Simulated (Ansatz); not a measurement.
Cartesian coordinates (Å):
SMILES: [NH2]
```xyz
3

N     -0.0013     0.4224     0.0000
H     -0.8063    -0.2137     0.0000
H      0.8076    -0.2087     0.0000
```
Charge 0, spin multiplicity 2.

All values below come from Ansatz (a first-principles code) with frozen-core CCSD(T)/cc-pVTZ // CAM-B3LYP-D3(BJ)/def2-TZVP.

```yaml
HF energy: -55.58593 Ha
MP2 correlation energy: -0.18459 Ha
```

Task: Estimate the CCSD correlation energy, the (T) correction, the total energy and the T1 diagnostic.

Result: 
```json
{
  "CCSD correlation energy": "-0.20201 Ha",
  "(T) correction": "-0.00563 Ha",
  "CCSD(T) total energy": "-55.79357 Ha",
  "T1 diagnostic": "0.008"
}
```
